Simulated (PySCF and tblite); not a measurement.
Results of a calculation; reference values are marked as such.
**Conformers and averaged properties: C₄H₇Cl, numbered as in [Cl:1][CH2:2][CH:3]1[CH2:4][CH2:5]1**

Search: ETKDG and KDG, MMFF94s, GFN2-xTB, 90 starts; geometries at PBE0-D3(BJ)/def2-SVP. Free energies are PBE0-D3(BJ)/6-31G* single points with GFN2-xTB rigid-rotor and vibrational terms (modes under about 100 cm⁻¹ blended into free rotors). Symmetry numbers and mirror images are counted. Conformers within 3 kcal/mol (GFN2-xTB free energy) were kept, 4 at most. GIAO shieldings: PBE0/6-31G*. Shifts are against TMS (¹H), TMS (¹³C) at the same level; of two unlike H on one atom, a is the less shielded. Programs: PySCF with density fitting and tblite.

Torsions listed: Cl1–C2–C3–C4. Of a mirror pair one member is shown.

| conformer | shape | symmetry | E(GFN2) kcal/mol | E(DFT) kcal/mol | G(298.15 K) kcal/mol | weight % | dipole D |
| --- | --- | --- | --- | --- | --- | --- | --- |
| 1 | -79° | C1 (pair) | 0.00 | 0.00 | 0.00 | 92.6 | 2.31 |
| 2 | 37° | Cs | 1.11 | 1.02 | 1.49 | 7.4 | 2.04 |

Weights (%) against temperature:

```csv
T (K),1,2,S(mix) cal/mol/K
150,98.6,1.4,1.51
200,96.7,3.3,1.62
250,94.6,5.4,1.72
298.15,92.6,7.4,1.80
400,88.8,11.2,1.92
```

Averaged shifts at 298.15 K. ¹H: 3.13 (H2, 2H), 1.09 (H3, 1H), 0.68 (H4a/H5a, 2H), 0.42 (H4b/H5b, 2H) ppm. ¹³C: 50.7 (C2), 14.7 (C3), 7.9 (C4/C5) ppm.

Coordinates of conformer 1 (Å):

```xyz
12

Cl    2.588    0.837   -0.455
C     1.227    0.381    0.624
C     0.226   -0.481   -0.077
C    -0.780    0.143   -0.994
C    -1.219   -0.404    0.331
H     1.670   -0.130    1.490
H     0.770    1.319    0.970
H     0.606   -1.466   -0.365
H    -0.744    1.229   -1.117
H    -1.054   -0.400   -1.901
H    -1.493    0.306    1.116
H    -1.795   -1.333    0.351
```

Coordinates of conformer 2 (Å):

```xyz
12

Cl   -1.485   -1.240    1.346
C    -1.383    0.294    0.429
C    -0.060    0.501   -0.259
C     0.711   -0.623   -0.879
C     1.240    0.069    0.344
H    -2.205    0.273   -0.301
H    -1.580    1.099    1.151
H    -0.048    1.453   -0.804
H     0.315   -1.633   -0.745
H     1.200   -0.445   -1.839
H     1.195   -0.484    1.287
H     2.101    0.735    0.243
```

Shifts are unscaled: against experiment ¹³C can be off by 15 ppm or more and ¹H by 0.8 ppm.

Search and properties took 9.7 s on 1 thread of Arm Neoverse V1 (shared host) (rough), launched as `OMP_NUM_THREADS=1 python ens_run.py task.json out`.
